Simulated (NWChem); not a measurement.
# phosphine (PH3); SMILES P

```xyz
4

P      0.0000     0.0000     0.1529
H      0.4056    -1.1273    -0.6486
H     -1.1791     0.2124    -0.6486
H      0.7735     0.9150    -0.6486
```
Atoms are numbered in this order, from 1.

Program: NWChem. Pople sets run with spherical d functions. Structure relaxed at the PBE-D3(BJ)/def2-SVP level. GIAO values for the isolated, static molecule; σ is the absolute isotropic shielding.

Q: Order these by “σ P1 (ppm)”, lowest first: PBE0/IGLO-III; PBE0/6-31G*; PBE0/pcSseg-2; PBE0/def2-TZVP; PBE0/def2-SVP.

A: PBE0/def2-TZVP (566.5), PBE0/pcSseg-2 (575.6), PBE0/IGLO-III (586.7), PBE0/6-31G* (596.6), PBE0/def2-SVP (627.0)
